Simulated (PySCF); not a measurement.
Gas-phase reaction: 2 Si2C + 5 H2 ⇌ H3SiCCH + c-Si3H6

Energies from PySCF (xtb for GFN2), thermal terms from the rigid-rotor harmonic-oscillator model, ideal gas at 1 bar. S°(298 K) at PBE0/def2-TZVP differs from the NASA 1993 table for Si2C (+23 J/mol/K); whether the harmonic model or the table's entry is off was not settled. † marks an energy on the PBE0/def2-TZVP geometry and frequencies; other levels use their own. CCSD(T) freezes the core. 6-31G* has spherical d functions here. All species are closed-shell singlets. c-Si3H6: computed as isolated molecules; such fragments, hydroxides, amides, oligomers or adducts are transient or little studied in the gas. CCSD(T) isn't extrapolated to the basis-set limit; its ΔH°(298 K) is -626.6 kJ in def2-SVP and -624.2 kJ in def2-TZVPP. The harmonic model lacks anharmonicity and excited electronic states, which grow with temperature; levels with a mode under 35 cm⁻¹ are left out. Warning, large T1 diagnostic: Si2C (CCSD(T)/def2-SVP†). Warning, point group unlike the PBE0 one: Si2C (GFN2-xTB, HF/6-31G*).

```
level                ΔE electronic, kJ  ΔH°(298 K), kJ  ΔS°(298 K), J/K  ΔG°(1800 K), kJ
-------------------  -----------------  --------------  ---------------  ---------------
CCSD(T)/def2-SVP†                 -678            -627             -607              468
CCSD(T)/def2-TZVPP†               -675            -624             -607              470
GFN2-xTB                          -982            -926             -587              135
HF/6-31G*                         -767            -708             -600              405
PBE0/def2-QZVP†                   -758            -707             -607              387
r2SCAN/def2-TZVP†                 -744            -693             -607              401
```
ΔH° is lowest at GFN2-xTB and highest at CCSD(T)/def2-TZVPP†. No reference value is set beside these.
